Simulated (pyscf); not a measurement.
`[SiH3][SiH]([SiH3])[SiH2][Cl]` + `[Cl][BH][Cl]` → `[SiH3][SiH]([SiH3])[SiH3]` + `[Cl][B]([Cl])[Cl]`, a four-centre exchange (singlet surface; Cl–Si, B–H broken, H–Si, B–Cl formed). Structures and frequencies: ωB97X-D3(BJ)/def2-SVP in PySCF. Energies in eV from the separated reactants.

Small-basis levels: PySCF, no dispersion term, spherical d functions. 

Question: In single points BP86/6-31G* puts the saddle at 1.11 eV and the reaction energy at 0.00 eV. Should these be trusted to within a few kcal/mol? Compare with ωB97M-D3(BJ)/def2-TZVP.

Answer: ωB97M-D3(BJ)/def2-TZVP gives ΔE‡ = 1.00 eV and ΔE = +0.18 eV. BP86/6-31G* lies 0.11 eV over it in the barrier and 0.18 eV under it in the reaction energy, so on this step it does not hold to within 0.13 eV. ωB97M-D3(BJ)/def2-TZVP has limits of its own. One saddle was located; it need not be the lowest between these sides.
